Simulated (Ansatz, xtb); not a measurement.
## H4N2Si: 5 structures ranked

5 gas-phase structures of H4N2Si, found in a search over its isomers (lower ones may exist). Each was relaxed with GFN2-xTB; where two conformers were screened, the lower at r2SCAN-D4/def2-SVP is listed:

A. `NN=[SiH2]`, a singlet
B. `N1N[SiH2]1`, a singlet
C. `N[Si]N`, a singlet
D. `[H]/N=[SiH]\N`, a singlet
E. `[H]/N=[SiH]/N`, a singlet

Q: Estimate their order in r2SCAN-D4/def2-SVP energy at these geometries, lowest first.

A: Calculated order at r2SCAN-D4/def2-SVP: C (0.0), D (82.8), E (85.2), B (260.8), A (304.2) kJ/mol. Less than 1 kcal/mol parts D and E, so the order within that pair means little.

Energies above the lowest of each column, in kJ/mol; the last columns are at PBE0-D4/def2-TZVP geometries and were run for some of them only (a dash: not run or not comparable):

| structure | GFN2-xTB | HF/STO-3G | r2SCAN-D4/def2-SVP | PBE0-D4/def2-TZVP | CCSD(T)/def2-TZVPP |
| --- | --- | --- | --- | --- | --- |
| C | 68.9 | 0.0 | 0.0 | 0.0 | 0.0 |
| D | 5.3 | 242.0 | 82.8 | 80.1 | 78.8 |
| E | 0.0 | 242.0 | 85.2 | 81.0 | 80.2 |
| B | 138.7 | 219.0 | 260.8 | – | – |
| A | 144.2 | 368.4 | 304.2 | – | – |

CCSD(T)/def2-TZVPP puts C lowest of those it was run on; GFN2-xTB picks E. Flexible structures stand in one conformer each, not always the lowest. Frequencies (PBE0-D4/def2-TZVP) were run for C, D, E alone.

Over these structures GFN2-xTB departs from r2SCAN-D4/def2-SVP by 57.6 kJ/mol on average once a common shift is removed. A GFN2-xTB relaxation took about 0.066 s and the r2SCAN-D4/def2-SVP energy about 0.78 s on a shared host (Ansatz 0.2.0, xtb 6.7.1).
